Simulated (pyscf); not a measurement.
Thermochemistry of product channels of HO–AsH₂ (SMILES O[AsH2]) + SiH₄ (SMILES [SiH4]) on the singlet surface, in kcal/mol, from ωB97M-D3(BJ)/def2-TZVP energies (ideal gas, 1 atm, RRHO with modes under 100 cm⁻¹ raised to 100, one conformer, R ln 2 for chiral ones without a mode under 150 cm⁻¹). Structures and frequencies: ωB97X-D3(BJ)/def2-SVP in PySCF.

| products | ΔE | ΔH(298 K) | ΔG(298 K) | ΔG(1200 K) |
|---|---|---|---|---|
| H₃Si–O–AsH₂ (SMILES [SiH3]O[AsH2]) + H₂ (SMILES [H][H]) | -17.7 | -20.1 | -18.9 | -18.2 |
| HO–AsH–SiH₃ (SMILES O[AsH][SiH3]) + H₂ (SMILES [H][H]) | +1.3 | 0.0 | +0.9 | -0.1 |

These are energies of the channels, which say nothing of barriers. H₃Si–O–AsH₂ lies 10.7 kcal/mol over its isomer HO–SiH₂–AsH₂ (electronic energy, ωB97M-D3(BJ)/def2-TZVP). HO–AsH–SiH₃ lies 29.7 kcal/mol over its isomer HO–SiH₂–AsH₂ (electronic energy, ωB97M-D3(BJ)/def2-TZVP). Elements up to Kr have no core potential and no relativistic terms here.
